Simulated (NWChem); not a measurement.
Species: hydrogen cyanide (CHN); SMILES C#N

All runs: NWChem. All runs use the structure optimised with PBE0-D3(BJ)/def2-TZVP. Level r2SCAN/def2-SVP: energy and gradient on several grids; changes count from the extra-fine grid, which is no exact limit either.

| grid | size of the energy change (μHa) | largest change of a gradient component (μHa/bohr) |
|---|---|---|
| xcoarse | 1000 | 4000 |
| coarse | 500 | 300 |
| medium | 90 | < 30 |
| fine | < 10 | < 30 |
| xfine | < 10 | < 30 |
